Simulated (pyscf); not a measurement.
PySCF, gas phase, ωB97X-D3(BJ)/def2-SVP geometries.

Problem. What is the homolytic dissociation enthalpy (298 K, ωB97M-D3(BJ)/def2-TZVP) of the C–C bond of `[CH2]=[CH][CH2][CH2][C]([CH3])=[O]`, to •H₂C–CH₂–CH=CH₂ + H₃C–C•=O?

Solution. C–C to •H₂C–CH₂–CH=CH₂ + H₃C–C•=O: 83.0 kcal/mol. The 7 functionals that were run give +75.4 (r²SCAN) to +83.7 kcal/mol (M06-2X). The radicals are drawn with the spin at the cut bond; how far it spreads was not checked. •H₂C–CH₂–CH=CH₂ lies 18.1 kcal/mol over its isomer •H₂C–CH=CH–CH₃, and others may lie lower still (electronic energy, ωB97M-D3(BJ)). Other isomers of H₃C–C•=O were not searched in full and may lie lower.
